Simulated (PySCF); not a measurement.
**Level sweep**

Species: C₂H₃N.
SMILES: `CC#N`

PySCF, dipoles from the SCF density, polarisabilities from static response with core orbitals frozen. Geometry: PBE0-D3(BJ)/def2-SVP; no solvent, vibrations or thermal averaging.

Task: Which levels come closest to the reference values?

Result: 

| level | μ (D) | error (%) | α (Å³) | error (%) | anisotropy (Å³) |
| --- | --- | --- | --- | --- | --- |
| LDA/def2-SVPD | 4.083 | +4.2 | 4.46 | +4.3 | 2.45 |
| PBE/def2-SVPD | 3.954 | +0.9 | 4.41 | +3.0 | 2.43 |
| B3LYP/def2-SVPD | 4.014 | +2.4 | 4.33 | +1.1 | 2.33 |
| PBE0/def2-SVPD | 4.029 | +2.8 | 4.28 | 0.0 | 2.31 |
| BHandHLYP/def2-SVPD | 4.099 | +4.6 | 4.20 | -1.8 | 2.22 |
| CAM-B3LYP/def2-SVPD | 4.063 | +3.7 | 4.28 | +0.1 | 2.26 |
| wB97X-D/def2-SVPD | 4.075 | +4.0 | 4.31 | +0.6 | 2.26 |
| LC-wPBE/def2-SVPD | 4.056 | +3.5 | 4.19 | -2.0 | 2.20 |
| HF/def2-SVPD | 4.219 | +7.7 | 4.10 | -4.1 | 2.11 |
| PBE0/6-31G* | 3.847 | -1.8 | 3.41 | -20.4 | 2.45 |
| PBE0/def2-SVP | 3.828 | -2.3 | 3.46 | -19.1 | 2.42 |
| PBE0/6-31+G* | 4.062 | +3.6 | 3.87 | -9.7 | 2.68 |
| PBE0/aug-cc-pVDZ | 4.058 | +3.6 | 4.39 | +2.5 | 2.43 |
| PBE0/def2-TZVP | 4.027 | +2.8 | 4.07 | -4.9 | 2.47 |
| PBE0/def2-TZVPD | 4.054 | +3.4 | 4.40 | +2.8 | 2.37 |
| PBE0/aug-cc-pVTZ | 4.064 | +3.7 | 4.43 | +3.5 | 2.39 |

Reference dipole: 3.919 D (measured, gas; NIST CCCBDB Release 22 (SRD 101), experimental dipoles). Reference polarisability: 4.280 Å³ (measured, gas; NIST CCCBDB Release 22 (SRD 101), experimental polarizabilities). The anisotropy is √(½[(α1 − α2)² + (α2 − α3)² + (α3 − α1)²]). For the dipole, the smallest error is 0.9% (PBE/def2-SVPD) and the largest 7.7% (HF/def2-SVPD). For the polarisability, the smallest error is 0.0% (PBE0/def2-SVPD) and the largest 20.4% (PBE0/6-31G*). The dipole runs from 3.83 D (PBE0/def2-SVP) to 4.22 D (HF/def2-SVPD). In one basis (def2-SVPD) the functionals order the polarisability from HF (lowest) to LDA (highest), a spread of 9%. With PBE0 the polarisability is 3.65 Å³ without diffuse functions (mean of 6-31G*, def2-SVP and def2-TZVP) and 4.27 Å³ with them (mean of 6-31+G*, def2-SVPD, aug-cc-pVDZ, def2-TZVPD and aug-cc-pVTZ). Measured values can belong to vibrating molecules and may average over conformers; the computed ones are for one fixed geometry.
